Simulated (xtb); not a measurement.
xtb input (GFN2-xTB):

```bash
xtb mol.xyz --gfn 2 --sp --chrg 0 --uhf 0
```
mol.xyz:
```
10

H      0.02111205    -0.00143336     2.12185248
N      0.01112652    -0.00075541     1.11826362
C      0.00946073     1.12191629     0.33153769
C     -0.00287711    -1.12236327     0.33014438
C     -0.00584339     0.71143788    -0.97956154
C     -0.01365831    -0.71011385    -0.98044408
H      0.01917266     2.10750118     0.76352653
H     -0.00400481    -2.10853097     0.76090912
H     -0.01087228     1.35755136    -1.84125406
H     -0.02578477    -1.35506260    -1.84293812
```

End of the output:

```
         :::::::::::::::::::::::::::::::::::::::::::::::::::::
         ::                     SUMMARY                     ::
         :::::::::::::::::::::::::::::::::::::::::::::::::::::
         :: total energy             -14.016487518785 Eh    ::
         :: gradient norm              0.023714666005 Eh/a0 ::
         :: HOMO-LUMO gap              4.958886931532 eV    ::
         ::.................................................::
         :: SCC energy               -14.253253731541 Eh    ::
         :: -> isotropic ES            0.004329867294 Eh    ::
         :: -> anisotropic ES          0.004524319587 Eh    ::
         :: -> anisotropic XC          0.009487352660 Eh    ::
         :: -> dispersion             -0.005596106341 Eh    ::
         :: repulsion energy           0.236766212757 Eh    ::
         :: add. restraining           0.000000000000 Eh    ::
         :: total charge               0.000000000000 e     ::
         :::::::::::::::::::::::::::::::::::::::::::::::::::::

           -------------------------------------------------
          |                Property Printout                |
           -------------------------------------------------

    * Orbital Energies and Occupations

         #    Occupation            Energy/Eh            Energy/eV
      -------------------------------------------------------------
         1        2.0000           -0.6564924             -17.8641
         2        2.0000           -0.6112930             -16.6341
         3        2.0000           -0.6070709             -16.5192
         4        2.0000           -0.5550584             -15.1039
         5        2.0000           -0.5478901             -14.9088
         6        2.0000           -0.5357727             -14.5791
         7        2.0000           -0.4999795             -13.6051
         8        2.0000           -0.4731257             -12.8744
         9        2.0000           -0.4669542             -12.7065
        10        2.0000           -0.4423089             -12.0358
        11        2.0000           -0.4379775             -11.9180
        12        2.0000           -0.3834763             -10.4349
        13        2.0000           -0.3641366              -9.9087 (HOMO)
        14                         -0.1819008              -4.9498 (LUMO)
        15                         -0.1365160              -3.7148
        16                          0.0366987               0.9986
        17                          0.1315112               3.5786
        18                          0.1441719               3.9231
        19                          0.2056506               5.5960
        20                          0.2243803               6.1057
        21                          0.2676122               7.2821
        22                          0.2855050               7.7690
        23                          0.4427122              12.0468
        24                          0.5851472              15.9227
        25                          0.6872403              18.7008
      -------------------------------------------------------------
                  HL-Gap            0.1822357 Eh            4.9589 eV
             Fermi-level           -0.2730187 Eh           -7.4292 eV

     #   Z          covCN         q      C6AA      α(0)
     1   1 H        0.861     0.150     1.399     1.853
     2   7 N        2.810    -0.083    22.858     7.101
     3   6 C        3.000    -0.016    28.397     8.741
     4   6 C        3.000    -0.016    28.397     8.741
     5   6 C        3.039    -0.064    29.549     8.916
     6   6 C        3.039    -0.064    29.549     8.916
     7   1 H        0.926     0.024     2.672     2.556
     8   1 H        0.926     0.024     2.672     2.556
     9   1 H        0.926     0.022     2.699     2.569
    10   1 H        0.926     0.022     2.699     2.569

 Mol. C6AA /au·bohr⁶  :       1157.408777
 Mol. C8AA /au·bohr⁸  :      27232.082416
 Mol. α(0) /au        :         54.518680

Wiberg/Mayer (AO) data.
largest (>0.10) Wiberg bond orders for each atom

 ---------------------------------------------------------------------------
     #   Z sym  total        # sym  WBO       # sym  WBO       # sym  WBO
 ---------------------------------------------------------------------------
     1   1 H    0.977 --     2 N    0.952
     2   7 N    3.577 --     3 C    1.226     4 C    1.226     1 H    0.952
     3   6 C    3.943 --     5 C    1.565     2 N    1.226     7 H    0.972
                             4 C    0.141
     4   6 C    3.943 --     6 C    1.565     2 N    1.226     8 H    0.972
                             3 C    0.141
     5   6 C    3.980 --     3 C    1.565     6 C    1.323     9 H    0.975
     6   6 C    3.980 --     4 C    1.565     5 C    1.323    10 H    0.975
     7   1 H    0.999 --     3 C    0.972
     8   1 H    0.999 --     4 C    0.972
     9   1 H    1.000 --     5 C    0.975
    10   1 H    1.000 --     6 C    0.975
 ---------------------------------------------------------------------------

Topologies differ in total number of bonds
Writing topology from bond orders to xtbtopo.mol

molecular dipole:
                 x           y           z       tot (Debye)
 q only:        0.006      -0.000       0.558
   full:        0.008      -0.001       0.811       2.061
molecular quadrupole (traceless):
                xx          xy          yy          xz          yz          zz
 q only:       -1.458       0.006      -0.435       0.033      -0.002       1.892
  q+dip:       -4.613       0.027       0.275       0.089      -0.003       4.338
   full:       -3.281       0.017      -0.160       0.067      -0.003       3.441

           -------------------------------------------------
          | TOTAL ENERGY              -14.016487518785 Eh   |
          | GRADIENT NORM               0.023714666005 Eh/α |
          | HOMO-LUMO GAP               4.958886931532 eV   |
           -------------------------------------------------

------------------------------------------------------------------------
------------------------------------------------------------------------
 total:
 SCF:
Note: The following floating-point exceptions are signalling: IEEE_UNDERFLOW_FLAG IEEE_DENORMAL
normal termination of xtb
```
